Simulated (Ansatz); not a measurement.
Reading a saddle point

A first-order saddle point of AlN2H9, closed shell, PBE0-D4/def2-TZVP, with one imaginary mode of 744i cm⁻¹:

| atom | x (Å) | y (Å) | z (Å) |
| --- | --- | --- | --- |
| Al1 | -0.9021 | -0.6655 | -1.0956 |
| H2 | 0.5420 | 0.2936 | -1.4465 |
| H3 | -0.4758 | -2.0965 | -1.6664 |
| H4 | -2.0423 | 0.2181 | -1.7847 |
| H5 | 0.5567 | 0.4319 | 1.0704 |
| N6 | -0.9462 | -0.5999 | 0.7744 |
| H7 | 0.9571 | 0.6177 | -0.5879 |
| N8 | 1.3552 | 0.9478 | 0.6227 |
| H9 | -0.8564 | -1.4966 | 1.2369 |
| H10 | -1.7661 | -0.1543 | 1.1685 |
| H11 | 2.2526 | 0.5640 | 0.8892 |
| H12 | 1.3250 | 1.9398 | 0.8191 |

Computed with Ansatz 0.2.0 (basis: def2-TZVPP and def2-QZVPP); correlated methods freeze the cores. Extrapolation: Hartree–Fock as exp(−7.88 √X), correlation as X^−2.97.

**Question.** Which contacts change along the imaginary mode, and what lies on either side? (Judge from chemistry; the calculation decides.)

**Answer.** By the calculation: The step is AlH₃ + NH₃ + NH₃ → AlNH₄ ([NH2][AlH2]) + NH₃ + H₂, with the molecules in contact on both sides. Shortening one way: Al1–N6, H2–H7, H5–N8; lengthening the same way: Al1–H2, H5–N6, H7–N8.
```tsv
pair	one side (Å)	saddle (Å)	other side (Å)
Al1–N6	2.04	1.87	1.79
H2–H7	2.11	1.01	0.77
H5–N8	1.91	1.05	1.02
Al1–H2	1.62	1.77	2.20
H5–N6	1.04	1.85	2.30
H7–N8	1.02	1.32	2.19
```

**Question.** Which side is lower, and how far does the saddle lie above each? (Judge from chemistry; the value comes from the calculation.)

**Answer.** By the calculation: The side with Al1–H2, H5–N6, H7–N8 short is lower by 15.86 kcal/mol; the saddle lies 26.79 kcal/mol above it and 10.93 kcal/mol above the other (CCSD(T) at an estimated basis limit (MP2 extrapolated from triple and quadruple zeta, plus CCSD(T) − MP2 in triple zeta); electronic energies).

T1 diagnostic: at most 0.010. The start structure is not quite a true minimum (one mode of 64i cm⁻¹). The end structure is not quite a true minimum (one mode of 36i cm⁻¹).

The step is the kind of exchange with an N–H group that builds nitride films in atomic layer and chemical vapour deposition.

Labels in which every atom is bracketed show which atoms are joined, not bond orders.

For scale, one of the runs: CCSD(T)/def2-TZVPP, 230 basis functions (an equivalent command: `ansatz run in.yaml --threads 4`). Time: 56 s of wall clock on 4 CPU threads; the host was shared. Peak host memory: 3.9 GiB.
